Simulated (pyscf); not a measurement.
Optimised with ωB97X-D3(BJ)/def2-SVP in PySCF.

Question: For `[F][CH][F]` [doublet] + `[CH2]=[CH2]` -> `[CH2][CH2][CH]([F])[F]` [doublet], an addition (doublet surface; none broken, C–C formed), PBE/def2-TZVP gives ΔE‡ = 0.9 kcal/mol and ΔE = -29.4 kcal/mol (zero: the separated reactants). In which direction and how far do B3LYP-D3(BJ)/def2-TZVP, M06-2X/def2-TZVP, ωB97M-D3(BJ)/def2-TZVP move these?

Answer: B3LYP-D3(BJ): ΔE‡ = 2.2 kcal/mol, ΔE = -29.1 kcal/mol; M06-2X: ΔE‡ = 3.6 kcal/mol, ΔE = -32.4 kcal/mol; ωB97M-D3(BJ): ΔE‡ = 3.9 kcal/mol, ΔE = -31.6 kcal/mol. PBE's barrier lies under all of them, by 1.3 to 2.9 kcal/mol. Its reaction energy lies among theirs. One saddle was located; it need not be the lowest between these sides.
